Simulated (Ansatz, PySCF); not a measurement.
System: cyanoethylene, C3H3N, net charge 0, singlet state. 
Structure (B3LYP-D3(BJ)/def2-TZVP (Ansatz, a program for electronic structure) minimum search):
```xyz
7

C     -0.1624    -1.6316     0.0047
C      0.5687    -0.5193    -0.0022
C     -0.0050     0.7858    -0.0018
H     -1.2435    -1.6002     0.0112
H      0.3125    -2.6029     0.0041
H      1.6516    -0.5573    -0.0087
N     -0.4469     1.8501    -0.0016
```

Property: vertical ionisation energy (to the doublet state of charge +1; each state is the SCF solution reached for its spin; the UHF <S^2> is 0.94 for the doublet (pure: 0.75); for the singlet the Hartree-Fock reference is unstable and T1 is 0.014), in eV. Cores are frozen in the correlated levels unless marked. UHF or UKS for open shells. Spin-orbit coupling is left out. Non-relativistic. Basis-set limits of correlation are two-point, X^-3; Hartree-Fock from the larger set. [CCSD(T)-MP2]/basis is that difference in the basis named.

| level | program | vertical ionisation energy (eV) | minus last row |
|---|---|---|---|
| SVWN5/def2-TZVPD | Ansatz | 11.03 | -0.17 |
| r2SCAN/def2-TZVPD | Ansatz | 10.68 | -0.52 |
| B3LYP/def2-TZVPD | Ansatz | 10.77 | -0.43 |
| PBE0/def2-TZVPD | Ansatz | 10.76 | -0.44 |
| CAM-B3LYP/def2-TZVPD | Ansatz | 10.85 | -0.35 |
| B2PLYP/def2-TZVPD | Ansatz | 10.90 | -0.30 |
| MP2/aug-cc-pVDZ | Ansatz | 11.48 | 0.28 |
| MP2/aug-cc-pVTZ | Ansatz | 11.64 | 0.44 |
| RI-MP2/aug-cc-pVTZ | Ansatz | 11.64 | 0.44 |
| RI-MP2/aug-cc-pVQZ | Ansatz | 11.70 | 0.50 |
| SCS-MP2/aug-cc-pVTZ | Ansatz | 11.58 | 0.38 |
| CCSD/aug-cc-pVDZ | Ansatz | 10.88 | -0.32 |
| CCSD(T)/aug-cc-pVDZ | Ansatz | 10.97 | -0.23 |
| RI-MP2/CBS(aug-cc-pVTZ,aug-cc-pVQZ)+[CCSD(T)-MP2]/aug-cc-pVDZ | Ansatz | 11.23 | 0.03 |
| RI-MP2/CBS(aug-cc-pVTZ,aug-cc-pVQZ)+[CCSD(T)-MP2]/aug-cc-pVTZ | Ansatz | 11.20 | 0.00 |

For comparison, minus the highest occupied orbital energy (PySCF): 9.68 eV at M06-2X/def2-TZVPD, 10.88 eV at HF/def2-TZVPD, 7.79 eV at TPSSh/def2-TZVPD.
